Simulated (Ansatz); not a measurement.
Species: SiH₃, charge 1, multiplicity 1. 
Geometry from a B3LYP-D3(BJ)/def2-TZVP (Ansatz, an electronic-structure program) optimisation:
```xyz
4

Si     0.0000     0.0000     0.0000
H      0.0122     1.4675    -0.0088
H      1.2647    -0.7442     0.0200
H     -1.2769    -0.7232    -0.0112
```
Charge +1, spin multiplicity 1.

Basis-set convergence of Hartree-Fock and MP2 correlation energies (hartree) with Ansatz. Valence correlation only, unless marked. Spin-orbit coupling is left out. Non-relativistic.

```
basis        functions       E(HF)  E(corr, MP2)
-----------  ---------  ----------  ------------
cc-pV(D+d)Z         38  -290.35194      -0.08352
cc-pV(T+d)Z         81  -290.36404      -0.10261
cc-pV(Q+d)Z        154  -290.36770      -0.10985
```

Extrapolating the two largest sets (X = 3 and 4) as X^-3: E(corr) = (64·(-0.10985) - 27·(-0.10261))/37 = -0.1151 Eh, an estimate of the basis-set limit. The largest set recovers 95.4 % of it, the smallest 72.5 %.
